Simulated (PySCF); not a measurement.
Run record: geometry optimisation, HLi, `[LiH]`.

Computed with PBE/def2-TZVP geometry optimisation, gas phase (PySCF 2.14.0). Start geometry: GFN2-xTB. The input is one job of a driver script: a line of settings, then coordinates in Å.

Input:
```
{"job": {"xc": "PBE", "basis": "def2-TZVP", "grid": 1, "kind": "geom"}, "charge": 0, "multiplicity": 1}
Li     0.688543    -0.002368    -0.003470
H     -0.685786     0.003637    -0.010679
```

Output:
```
step   0  E = -8.03727552  max force = 0.042569
step   1  E = -8.04520697  max force = 0.004756
step   2  E = -8.04532125  max force = 0.002570
step   3  E = -8.04537205  max force = 0.000157
step   4  E = -8.04537236  max force = 0.000006
optimisation converged
```

Energies in Eh; «max force» is the largest Cartesian gradient component in Eh/bohr.

Problem. Give the first gradient maximum in eV/Å.

Solution. With 1 Eh/bohr = 51.422 eV/Å, 2.189 eV/Å.

Main results: final energy -8.04537 Eh after 4 steps; dipole 5.63 D.

Problem. Give the final coordinates.

Solution. 0.116 Å rms from the input after alignment:
```
atom  x, y, z in Å
Li1    0.8041   -0.0027   -0.0031
H2    -0.8014    0.0040   -0.0111
```

On Arm Neoverse V2, one thread, shared host with 32 logical CPUs at a one-minute load of 6.8, this took 0.53 s wall and 0.22 GiB of memory at its peak.
Labels such as C1 count atoms from 1, the log's own numbers from 0.
